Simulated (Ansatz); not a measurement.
The same path of CH5AlS (8 atoms, charge 0, multiplicity 1) was run twice with different band settings. The coordinate that changes most is the dihedral C1–Al2–S3–H8.

Computed with RKS PBE-D4/def2-SVP in Ansatz 0.2.0.

Relaxed end points:

```xyz
8
Properties=species:S:1:pos:R:3
C -0.736 1.072 -0.422
Al 0.576 -0.333 -0.049
S 0.004 -1.928 1.364
H -0.357 2.057 -0.075
H -1.712 0.892 0.072
H -0.916 1.171 -1.514
H 2.036 -0.408 -0.699
H 1.197 -2.580 1.266
```

```xyz
8
Properties=species:S:1:pos:R:3
C -0.593 0.918 -0.370
Al 0.882 -0.361 -0.176
S 0.723 -2.125 1.140
H -0.284 1.921 -0.006
H -1.510 0.625 0.181
H -0.863 1.043 -1.441
H 2.285 -0.233 -0.928
H -0.549 -1.845 1.543
```

Common settings: movable images 7; climbing image yes; spring 5.0 eV/Å²; start path IDPP; force threshold 0.03 eV/Å; iteration limit 60; end points relaxed.

| run | optimiser |
| --- | --- |
| 1 | quadratic models (default) |
| 2 | lbfgs |

Task: What does each run give, and how far can it be trusted?

Result: Run 1: converged after 5 iterations, highest image 0.315 eV above the first end. A vibrational analysis at the climbing image gives one clearly imaginary mode, 337i cm⁻¹, and a faint second one (13i cm⁻¹) that may be numerical noise or a soft torsion: probably a first-order saddle point.
Run 2: converged after 40 iterations, highest image 0.317 eV above the first end. Another band between the same ends (7 images) ends at a top of the same energy, where a vibrational analysis finds 1 clearly imaginary mode.
